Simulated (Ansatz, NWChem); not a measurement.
# C2H2O2 (glyoxal): from total energies to a heat of formation

C2H2O2: 6 atoms, total charge 0, spin state singlet. As SMILES, `O=CC=O`. The coordinates come from a PBE0-D4/def2-TZVP relaxation. This is one conformer, not always the lowest.

Total energies at B3LYP/aug-cc-pVDZ (NWChem 7.3.0); the atoms run unrestricted:

```tsv
species	state	energy (Eh)
C2H2O2	singlet	-227.856149
O	triplet	-75.077162
C	triplet	-37.854195
H	doublet	-0.501657
```

Harmonic wavenumbers at PBE0-D4/def2-TZVP, in cm⁻¹: 127, 334, 561, 814, 1084, 1085, 1334, 1380, 1837, 1840, 2956, 2959.

Measured heats of formation of the gaseous atoms at 298.15 K, in kJ/mol: O 249.2, C 716.9, H 218.0. Spin-orbit lowering of the atoms at 298 K (mean of the ground term's levels less their thermal mean, from spectra), in kJ/mol: O 0.40, C 0.02. Take 1 Eh = 2625.50 kJ/mol, 1 cm⁻¹ = 0.0119627 kJ/mol, RT = 2.479 kJ/mol.

Task: What heat of formation follows?

Result: 
1. Electronic atomisation energy: 2 × (-75.077162) + 2 × (-37.854195) + 2 × (-0.501657) − (-227.856149) = 0.990121 Eh = 2599.6 kJ/mol.
2. Zero-point energy: half the sum of the wavenumbers, 8155.5 cm⁻¹ = 97.6 kJ/mol.
3. Thermal vibrational enthalpy, Σ hcν̃/(exp(hcν̃/kT) − 1): 3.7 kJ/mol. Translation, rotation and pV of a non-linear molecule: 4 RT = 9.9 kJ/mol.
4. The 6 free atoms carry 5/2 RT each: 37.2 kJ/mol.
5. Spin-orbit coupling lowers the free atoms by 2 × 0.40 + 2 × 0.02 = 0.8 kJ/mol.
6. Atomisation enthalpy at 298 K: 2599.6 − 0.8 − 97.6 − 3.7 − 9.9 + 37.2 = 2524.8 kJ/mol.
7. Sum of the atoms' heats of formation: 2368.2 kJ/mol. Heat of formation: 2368.2 − 2524.8 = -156.6 kJ/mol.

The tabulated value is -212.4 kJ/mol (Active Thermochemical Tables), so this level is off by +55.8 kJ/mol, or 2.2 % of the atomisation enthalpy that the table implies (2580.6 kJ/mol). Anharmonicity and any spin-orbit splitting of the molecule are left out.
